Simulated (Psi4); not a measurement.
# triplet CH4FSi−: levels of theory compared

We compute a comparison of 3 runs (U-r2SCAN/def2-SVPD, UM06-L/def2-SVPD, UTPSS/def2-SVPD) of triplet CH4FSi−. 

Program for the calculation: Psi4 1.11.

**1. The system as given**

The species is CH4FSi− (7 atoms), meant as a triplet with charge -1. SMILES of the parent species: `C[SiH-]F`. The coordinates come from a GFN2-xTB relaxation. That shape belongs to the parent species and isn't relaxed for this state.

Bond lengths: C1–Si2 1.920 Å, Si2–F3 1.726 Å, C1–H4 1.095 Å, C1–H5 1.096 Å, C1–H6 1.098 Å, Si2–H7 1.522 Å. Angles: C1–Si2–F3 98.7°, C1–Si2–H7 99.7°, F3–Si2–H7 94.5°, Si2–C1–H4 111.2°, Si2–C1–H5 109.2°, Si2–C1–H6 115.2°, H4–C1–H5 106.6°, H4–C1–H6 106.9°, H5–C1–H6 107.3°.

**2. The energy at U-r2SCAN/def2-SVPD (run 1)**

ch4fsi.in reads:

```
memory 1600 mb

molecule geom {
  -1 3
  C
  Si 1 R2
  F 2 R3 1 A3
  H 1 R4 2 A4 3 D4
  H 1 R5 4 A5 2 D5
  H 1 R6 4 A6 5 D6
  H 2 R7 3 A7 1 D7

  R2 = 1.920355
  R3 = 1.725611
  A3 = 98.71484
  R4 = 1.09491
  A4 = 111.19607
  D4 = -75.72524
  R5 = 1.095735
  A5 = 106.60754
  D5 = 118.98279
  R6 = 1.097955
  A6 = 106.9487
  D6 = 114.48743
  R7 = 1.522105
  A7 = 94.49059
  D7 = 100.49711
  units angstrom
  symmetry c1
  no_reorient
  no_com
}

set globals {
  basis                def2-SVPD
  reference            uks
  puream               true
  e_convergence        1e-09
  d_convergence        1e-08
  scf_type             pk
  dft_radial_points    99
  dft_spherical_points 590
  maxiter              200
}

energy('r2scan')
```

Run with:

```bash
psi4 -i ch4fsi.in -o ch4fsi.out -n 1
```

ch4fsi.out:

```text
[...]
  Running in c1 symmetry.
[...]
  Nuclear repulsion =  103.448318564664390
[...]
  Multiplicity = 3
[...]
  Nalpha       = 18
  Nbeta        = 16
[...]
    Number of basis functions: 99
[...]
   @UKS iter   1:  -429.11923061299120   -1.44512e-01   8.58576e-03 DIIS/ADIIS
[...]
   @UKS iter  18:  -429.51173390559046   -8.35598e-12   6.62885e-09 DIIS
[...]
   @S^2 Observed:                2.003853478E+00
[...]
    Orbital Energies [Eh]
    ---------------------
    Alpha Occupied:
       1A    -65.658394     2A    -24.263678     3A     -9.858457
       4A     -5.034810     5A     -3.383061     6A     -3.380789
       7A     -3.379067     8A     -0.882632     9A     -0.478761
      10A     -0.286977    11A     -0.207533    12A     -0.202842
      13A     -0.181069    14A     -0.169196    15A     -0.157042
      16A     -0.089328    17A     -0.027890    18A      0.133138
    Alpha Virtual:
      19A      0.154458    20A      0.181163    21A      0.204805
      22A      0.241680    23A      0.245941    24A      0.259328
      25A      0.262373    26A      0.274217    27A      0.303635
[...]
  @UKS Final Energy:  -429.51173390559046
   => Energetics <=
    Nuclear Repulsion Energy =            103.4483185646643904
    One-Electron Energy =                -806.3186657773042043
    Two-Electron Energy =                 311.6962830115783163
    DFT Exchange-Correlation Energy =     -38.3376697045289774
    Empirical Dispersion Energy =           0.0000000000000000
    VV10 Nonlocal Energy =                  0.0000000000000000
    Total Energy =                       -429.5117339055904608
[...]
 Multipole Moments:
 ------------------------------------------------------------------------------------
     Multipole            Electronic (a.u.)      Nuclear  (a.u.)        Total (a.u.)
 ------------------------------------------------------------------------------------
 L = 1.  Multiply by 2.5417464519 to convert [e a0] to [Debye]
 Dipole X            :          1.3933119           -1.2971559            0.0961560
 Dipole Y            :         -4.0067376            3.2661963           -0.7405413
 Dipole Z            :          4.9259230           -5.4398982           -0.5139752
 Magnitude           :                                                    0.9065417
[...]
```

Wall time 1.8 min (1 thread of AMD EPYC 7R43 (Zen 3), shared host); peak memory 0.77 GiB.

**3. The energy at UM06-L/def2-SVPD (run 2)**

ch4fsi.xyz reads:

```xyz
7
CH4FSi
C     -0.619000     0.374770    -0.292140
Si     0.995600    -0.664820    -0.301260
F      0.619160    -1.743790     0.991740
H     -1.448800    -0.178770    -0.743640
H     -0.473380     1.273380    -0.902000
H     -0.956350     0.705050     0.699130
H      1.882770     0.234180     0.548170
```

run.py reads:

```python
import psi4

psi4.set_memory(1600000000)
psi4.set_num_threads(1)
psi4.set_output_file('run.log', False)

with open('ch4fsi.xyz') as f:
    atoms = ''.join(f.readlines()[2:])
geom = psi4.geometry('-1 3\n' + atoms + 'symmetry c1\nno_reorient\nno_com')

options = {'reference': 'uks', 'puream': True, 'e_convergence': 1e-09, 'd_convergence': 1e-08, 'scf_type': 'pk', 'dft_radial_points': 99, 'dft_spherical_points': 590, 'maxiter': 200}
psi4.set_options(options)

result, w = psi4.energy('m06-l/def2-SVPD', return_wfn=True)
psi4.oeprop(w, 'MAYER_INDICES', 'WIBERG_LOWDIN_INDICES', 'DIPOLE', title='M06-L')
print(f'total energy {result:.8f} hartree = {result * 27.211386:.5f} eV')
```

Run with:

```bash
python run.py
```

run.log:

```text
[...]
  Running in c1 symmetry.
[...]
  Nuclear repulsion =  103.448327172703586
[...]
  Multiplicity = 3
[...]
  Nalpha       = 18
  Nbeta        = 16
[...]
    Number of basis functions: 99
[...]
   @UKS iter   1:  -429.19290252021193   -1.75892e-01   8.38954e-03 ADIIS/DIIS
[...]
   @UKS iter  20:  -429.56904289583360   -5.11591e-12   7.55899e-09 DIIS
[...]
   @S^2 Observed:                2.004538057E+00
[...]
    Orbital Energies [Eh]
    ---------------------
    Alpha Occupied:
       1A    -65.635274     2A    -24.254782     3A     -9.870153
       4A     -5.060405     5A     -3.374092     6A     -3.371941
       7A     -3.370919     8A     -0.893598     9A     -0.474051
      10A     -0.276227    11A     -0.200012    12A     -0.196174
      13A     -0.170183    14A     -0.158516    15A     -0.146004
      16A     -0.082158    17A     -0.012289    18A      0.150393
    Alpha Virtual:
      19A      0.182556    20A      0.200474    21A      0.229322
      22A      0.262050    23A      0.271518    24A      0.286027
      25A      0.290367    26A      0.295847    27A      0.324978
[...]
  @UKS Final Energy:  -429.56904289583360
   => Energetics <=
    Nuclear Repulsion Energy =            103.4483271727035856
    One-Electron Energy =                -806.6883519267282736
    Two-Electron Energy =                 312.1149715593480209
    DFT Exchange-Correlation Energy =     -38.4439897011569016
    Empirical Dispersion Energy =           0.0000000000000000
    VV10 Nonlocal Energy =                  0.0000000000000000
    Total Energy =                       -429.5690428958336042
[...]
 Multipole Moments:
 ------------------------------------------------------------------------------------
     Multipole            Electronic (a.u.)      Nuclear  (a.u.)        Total (a.u.)
 ------------------------------------------------------------------------------------
 L = 1.  Multiply by 2.5417464519 to convert [e a0] to [Debye]
 Dipole X            :        -29.9093157           27.9699876           -1.9393282
 Dipole Y            :         40.4692016          -39.1534813            1.3157204
 Dipole Z            :         -4.4593680            4.8317273            0.3723593
 Magnitude           :                                                    2.3729234
[...]
```

The script printed:

```text
total energy -429.56904290 hartree = -11689.16904 eV
```

Run time: 1.7 min. Hardware: 1 thread of AMD EPYC 7R43 (Zen 3), shared host; peak memory 0.77 GiB.

**4. The energy at UTPSS/def2-SVPD (run 3)**

calc.inp reads:

```
memory 1.6 GB

molecule {
  -1 3
  C     -0.619000     0.374770    -0.292140
  Si     0.995600    -0.664820    -0.301260
  F      0.619160    -1.743790     0.991740
  H     -1.448800    -0.178770    -0.743640
  H     -0.473380     1.273380    -0.902000
  H     -0.956350     0.705050     0.699130
  H      1.882770     0.234180     0.548170
  symmetry c1
}

set globals {
  reference uks
  puream true
  e_convergence 1e-09
  d_convergence 1e-08
  scf_type pk
  dft_radial_points 99
  dft_spherical_points 590
  maxiter 200
}

e, wfn = energy("tpss/def2-SVPD", return_wfn=True)
oeprop(wfn, "DIPOLE", "WIBERG_LOWDIN_INDICES", "MULLIKEN_CHARGES", title="TPSS")
```

Run with:

```bash
psi4 -n 1 calc.inp calc.out
```

calc.out:

```text
[...]
  Running in c1 symmetry.
[...]
  Nuclear repulsion =  103.448327172703571
[...]
  Multiplicity = 3
[...]
  Nalpha       = 18
  Nbeta        = 16
[...]
    Number of basis functions: 99
[...]
   @UKS iter   1:  -429.21987862170897   -1.00344e-01   8.93528e-03 DIIS/ADIIS
[...]
   @UKS iter  17:  -429.64593431889466   -8.01492e-12   3.82520e-09 DIIS
[...]
   @S^2 Observed:                2.002615781E+00
[...]
    Orbital Energies [Eh]
    ---------------------
    Alpha Occupied:
       1A    -65.507948     2A    -24.189410     3A     -9.813472
       4A     -4.938882     5A     -3.320592     6A     -3.318395
       7A     -3.316731     8A     -0.847169     9A     -0.460703
      10A     -0.273182    11A     -0.198519    12A     -0.194500
      13A     -0.169330    14A     -0.156904    15A     -0.145105
      16A     -0.082605    17A     -0.018798    18A      0.137570
    Alpha Virtual:
      19A      0.152764    20A      0.176233    21A      0.202317
      22A      0.233248    23A      0.239881    24A      0.244620
      25A      0.259385    26A      0.265471    27A      0.293049
[...]
  @UKS Final Energy:  -429.64593431889466
   => Energetics <=
    Nuclear Repulsion Energy =            103.4483271727035714
    One-Electron Energy =                -806.2912010869883943
    Two-Electron Energy =                 311.6677543726684689
    DFT Exchange-Correlation Energy =     -38.4708147772783065
    Empirical Dispersion Energy =           0.0000000000000000
    VV10 Nonlocal Energy =                  0.0000000000000000
    Total Energy =                       -429.6459343188946605
[...]
 Multipole Moments:
 ------------------------------------------------------------------------------------
     Multipole            Electronic (a.u.)      Nuclear  (a.u.)        Total (a.u.)
 ------------------------------------------------------------------------------------
 L = 1.  Multiply by 2.5417464519 to convert [e a0] to [Debye]
 Dipole X            :          2.1358398           -2.8957647           -0.7599249
 Dipole Y            :         -5.6786914            5.5653634           -0.1133280
 Dipole Z            :          2.1095883           -1.6076120            0.5019763
 Magnitude           :                                                    0.9177742
[...]
  Mulliken Charges: (a.u.)
   Center  Symbol    Alpha    Beta     Spin     Total
       1     C     3.41033  3.00940  0.40093 -0.41973
       2    SI     7.68191  6.11955  1.56235  0.19854
       3     F     4.88570  4.80919  0.07651 -0.69489
       4     H     0.46416  0.53145 -0.06730  0.00439
       5     H     0.46772  0.52779 -0.06008  0.00449
       6     H     0.50997  0.50287  0.00710 -0.01284
       7     H     0.58022  0.49974  0.08049 -0.07996
   Total alpha = 18.00000, Total beta = 16.00000, Total charge = -1.00000
  Wiberg Bond Indices using Orthogonal Lowdin Orbitals:
[...]
```

Run time: 2.3 min. Hardware: 1 thread of AMD EPYC 7R43 (Zen 3), shared host; peak memory 0.78 GiB.

**5. The series**

| run | level | energy (Eh) | HOMO energy (eV) | ⟨S²⟩ | wall time |
| --- | --- | --- | --- | --- | --- |
| 1 | U-r2SCAN/def2-SVPD | -429.511734 | 3.62 | 2.004 | 1.8 min |
| 2 | UM06-L/def2-SVPD | -429.569043 | 4.09 | 2.005 | 1.7 min |
| 3 | UTPSS/def2-SVPD | -429.645934 | 3.74 | 2.003 | 2.3 min |

**6. Outcome**

| quantity | value |
| --- | --- |
| run 3: total energy | -429.64593 Eh |
| run 3: HOMO energy (highest over α and β) | 3.74 eV |
| run 3: ⟨S²⟩ | 2.003 |

What this shows: Totals of different functionals can't be ranked against each other. In runs 1, 2, 3 the HOMO lies above zero, so the outermost electron may be held by the basis alone. All runs together took 5.8 min, the longest 2.3 min.
